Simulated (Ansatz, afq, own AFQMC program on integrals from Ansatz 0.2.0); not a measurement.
H3O, doublet: AFQMC among the cluster methods

| atom | x (Å) | y (Å) | z (Å) |
| --- | --- | --- | --- |
| H | -2.0643 | 0.0498 | 0.0000 |
| H | -0.9663 | 0.0498 | 0.0000 |
| O | 0.1647 | 0.0498 | 0.0000 |
| H | 0.4165 | -0.8901 | 0.0000 |

Basis cc-pVTZ. Only valence electrons are correlated. Integrals, coupled cluster, full CI and functionals: Ansatz 0.2.0; the random walks run on the same integrals in our own AFQMC program. The CISD trial takes its coefficients from CCSD amplitudes. Released means that phaseless walkers are propagated on without the constraint, phases kept. ± is one standard error of the sampling.

Determinant: UHF, the one that the program's search chose, which needn't be the lowest solution. The geometry is a point of a scan.

No full CI on the walks' own integrals is used here; CCSDT(Q) serves as the reference and is uncertain by about the last step of the cluster series.

Cautions: the released energies have errors that jump between times, so the bars are unsure, so no released level is given (meV from the phaseless value at times in 1/Eh: 11 ± 17 at 0.24, -6 ± 3 at 0.51, -7 ± 4 at 0.99, -11 ± 6 at 1.62, -4 ± 6 at 2.40), though the last usable value meets CCSDT(Q) within the noise.

- T1 diagnostic: 0.0160
- weight of the determinant in the CISD state: 0.923
- ⟨S²⟩ of the determinant: 0.784
- size of the correlated space: 9 electrons in 71 orbitals

| level | correlation energy (eV) |
| --- | --- |
| MP2 | -7.3678 |
| CCSD | -7.6462 |
| CCSD(T) | -7.8910 |

(1) Estimate where phaseless AFQMC with a CISD trial lies against CCSD(T) on the same integrals.

(1) 1.6 ± 0.4 kJ/mol below CCSD(T).

Reference: CCSDT(Q), correlation energy -7.911 eV.

| level | E − E(reference) (kJ/mol) | share of correlation (%) |
| --- | --- | --- |
| CCSD(T) | 2.0 | 99.74 |
| CCSDT | 1.4 | 99.82 |
| ph-AFQMC/CISD | 0.3 ± 0.4 | 99.95 |

A walk keeps the symmetry of its determinant, which the program's search chose and which needn't be the lowest solution, so a lower state of the same spin and another symmetry isn't excluded.
